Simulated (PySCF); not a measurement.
System (SMILES): P#P (P2).
Geometry (B3LYP-D3(BJ)/def2-TZVP, fixed):
```
P
P 1 1.8895
```
Charge 0, spin multiplicity 1.

Basis-set convergence of the mean static polarisability at HF with PySCF. All functions are spherical. Density fitting with generated auxiliary sets. No added dispersion term, no relativity. Reference: the value in aug-pcseg-3, 51.02 bohr³, itself unsure by roughly 0.3 % (its mean distance from aug-cc-pV(Q+d)Z, aug-pcseg-2, aug-cc-pV(T+d)Z). Deviations are taken from unrounded values.

| basis | functions | mean static polarisability (bohr³) |
|---|---|---|
| def2-SVP | 36 | 35.05 |
| def2-SVPD | 48 | 46.34 |
| pcseg-1 | 36 | 38.79 |
| aug-pcseg-1 | 54 | 50.52 |
| cc-pV(D+d)Z | 46 | 36.27 |
| aug-cc-pV(D+d)Z | 64 | 49.66 |
| 6-311G** | 52 | 37.91 |
| 6-311+G** | 60 | 42.07 |
| pcseg-2 | 68 | 38.30 |
| aug-pcseg-2 | 100 | 50.75 |
| def2-TZVP | 74 | 41.91 |
| def2-TZVPD | 86 | 50.06 |
| cc-pV(T+d)Z | 78 | 42.18 |
| aug-cc-pV(T+d)Z | 110 | 50.86 |
| def2-TZVPP | 84 | 42.01 |
| def2-TZVPPD | 96 | 50.07 |
| cc-pV(Q+d)Z | 128 | 46.78 |
| aug-cc-pV(Q+d)Z | 178 | 51.00 |
| pcseg-3 | 128 | 44.27 |
| aug-pcseg-3 | 178 | 51.02 |
| def2-QZVPP | 140 | 47.09 |
| def2-QZVPPD | 152 | 50.73 |

What the diffuse functions change, pair by pair:
- def2-SVP to def2-SVPD: 12 more functions, deviation -31.3 to -9.2 %
- pcseg-1 to aug-pcseg-1: 18 more functions, deviation -24.0 to -1.0 %
- cc-pV(D+d)Z to aug-cc-pV(D+d)Z: 18 more functions, deviation -28.9 to -2.7 %
- 6-311G** to 6-311+G**: 8 more functions, deviation -25.7 to -17.5 %
- pcseg-2 to aug-pcseg-2: 32 more functions, deviation -24.9 to -0.5 %
- def2-TZVP to def2-TZVPD: 12 more functions, deviation -17.9 to -1.9 %
- cc-pV(T+d)Z to aug-cc-pV(T+d)Z: 32 more functions, deviation -17.3 to -0.3 %
- def2-TZVPP to def2-TZVPPD: 12 more functions, deviation -17.7 to -1.9 %
- cc-pV(Q+d)Z to aug-cc-pV(Q+d)Z: 50 more functions, deviation -8.3 to 0.0 %
- pcseg-3 to aug-pcseg-3: 50 more functions, deviation -13.2 to 0.0 %
- def2-QZVPP to def2-QZVPPD: 12 more functions, deviation -7.7 to -0.6 %

Leaving out the reference's own pair, they bring the value nearer the reference by more than 0.3 % in 10 of 10 pairs.
